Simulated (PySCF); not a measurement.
Methyl isobutyl sulfide, C₅H₁₂S.
SMILES: `CSCC(C)C`

Computed with TDDFT PBE0/def2-SVPD, vertical, gas phase, core orbitals frozen in the response in PySCF. Isolated species at its GFN2-xTB geometry (one conformer only). Torsions of this conformer, `[CH3:1][S:2][CH2:3][CH:4]([CH3:5])[CH3:6]`: C1–S2–C3–C4 71°, S2–C3–C4–C5 -177°.

Computed states:

```
state  E (eV)       f
   S1    5.45  0.0003
   S2    5.85   0.013
   S3    6.17   0.024
   S4    6.57   0.025
   S5    6.78  0.0029
   S6    7.07  0.0070
```

Each state is given a Gaussian of 0.4 eV full width at half maximum, with ε(max) = 2.175×10⁸ f / Δν̃ (Δν̃ the width in cm⁻¹). The width is an assumption, not a result. The curve ends short of the highest state used, and states not computed would add to its high-energy end.

(1) Give the broadened spectrum and its maxima.

(2) On this curve, what absorbance would a 10⁻⁴ mol/L sample give at 193 nm over a 1 cm path?

(3) Coming from long wavelengths, where does ε first pass 100 L mol⁻¹ cm⁻¹?

Results:

(1) 
(λ (nm), ε (L mol⁻¹ cm⁻¹)): (191.7, 1763), (194.4, 1649), (197.2, 1719), (200.0, 1866), (202.8, 1874), (205.6, 1712), (208.3, 1495), (211.1, 1264), (213.9, 1014), (216.7, 738), (219.5, 474), (222.2, 274), (225.0, 141), (227.8, 69), (230.6, 34), (233.4, 18), (236.1, 10), (238.9, 6), (241.7, 3), (244.5, 1), (247.3, 1), (250.0, 0), (252.8, 0), (255.6, 0)

Maxima: 202 nm (6.15 eV), ε about 1900, made up of S3 (86%) (ε in L mol⁻¹ cm⁻¹; maxima over ε = 5, shares over 10%). At its high-energy end, 6.47 eV, the curve is still rising (ε about 1800, from S3 and S4).

(2) 193 nm is 6.424 eV, where ε is about 1700 L mol⁻¹ cm⁻¹, so A = ε c l ≈ 0.17 (Beer–Lambert, with the gas-phase spectrum and the assumed width).

(3) At about 226 nm (5.48 eV), 0.03 eV above S1.

Hardware: an Intel Xeon Platinum 8488C with one thread, no GPU, shared host with 96 logical CPUs at a one-minute load of 33. Cost: 27 s, 0.95 GiB resident at most.

Without π bonds the low states may be Rydberg-like; a valence basis with one diffuse set may place them up to an eV too high.
